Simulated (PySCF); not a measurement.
silicon monoxide cation (OSi), SMILES O=[Si] (connectivity only; charge and spin as stated), charge +1, multiplicity 2.

The structure is a stationary point at B3LYP-D3(BJ)/def2-TZVPD. The multiplicity is an assumed one; other spin states were not compared.

Level of theory: SMD-ωB97X/def2-SVP in PySCF.

Solvation free energies are E(SMD) − E(gas) at the gas-phase geometry, for 1 M in both phases.

| solvent | ΔG(solv) (kcal/mol) | its non-electrostatic (CDS) part |
|---|---|---|
| water | -69.7 | 0.0 |
| cyclohexanone | -66.8 | -1.3 |
| chloroform | -55.7 | -0.8 |
